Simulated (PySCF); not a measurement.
Nitrosoethylene, C2H3NO.
Structure used (PBE0-D3(BJ)/def2-TZVP), in Å, numbered top down from 1:
```
atom  x, y, z in Å
C1    -1.0182   -0.1515   -0.2936
C2     0.1751    0.3083    0.0660
N3     1.2040   -0.6515    0.2550
O4     2.2607   -0.1751    0.5807
H5    -1.8612    0.5067   -0.4594
H6    -1.1583   -1.2185   -0.4264
H7     0.4319    1.3526    0.2280
```

Computed, not measured: TDDFT CAM-B3LYP/aug-cc-pVTZ, vertical, gas phase, core orbitals frozen in the response in PySCF. One conformer (not necessarily the lowest) at the PBE0-D3(BJ)/def2-TZVP geometry, without solvent, vibrations or thermal averaging.

Ground-to-excited transition dipoles (e·a0, same axes as the geometry; the sign carries no meaning), for the states with f of 0.002 or more among the lowest 10:

```tsv
state	E (eV)	μx	μy	μz
S3	5.766	-1.453	0.021	-0.387
S4	6.344	0.310	-0.163	0.068
S6	6.704	0.109	0.568	0.080
S7	6.874	-0.132	-0.025	-0.037
S8	7.317	-0.065	-0.021	0.242
S10	7.825	-0.123	-0.042	0.461
```

Question: What oscillator strength does each state have?

Answer: f = (2/3) ΔE |μ|² with ΔE in hartree (27.2114 eV).

```
state  |μ|² (au)  |μ| (D)      f
   S3      2.262     3.82  0.320
   S4      0.127     0.91  0.020
   S6      0.341     1.48  0.056
   S7      0.019     0.35  0.003
   S8      0.063     0.64  0.011
  S10      0.229     1.22  0.044
```

Question: The point group is Cs. Which irreducible representation does each state belong to?

Answer: The ground state is totally symmetric, so the direction of μ fixes the label. Polarised normal to the mirror plane, so A″: S8 and S10. Polarised in the mirror plane, so A′: S3, S4, S6 and S7.

Question: What angle do the transition dipoles of S3 and S6 make?

Answer: |cos θ| = |μa·μb| / (|μa| |μb|) = 0.20, so θ ≈ 78° (taken between 0 and 90°, since the signs are arbitrary).

Question: How is the summed strength of these states shared among x, y and z?

Answer: (2/3) Σ ΔE μα² gives 0.322 for x, 0.058 for y and 0.074 for z, 0.454 in all.

Question: What peak molar absorption coefficient would the strongest computed level give as a lone Gaussian band 0.5 eV wide at half height?

Answer: ε(max) = 2.175×10⁸ f / FWHM, with the width in cm⁻¹. S3: 2.175×10⁸ × 0.3196 / 4033 ≈ 17000 L mol⁻¹ cm⁻¹.

Hardware: one thread, Arm Neoverse V1 (aarch64), no GPU, on a shared host. Cost: 22 s of wall time, 0.90 GiB resident at most.
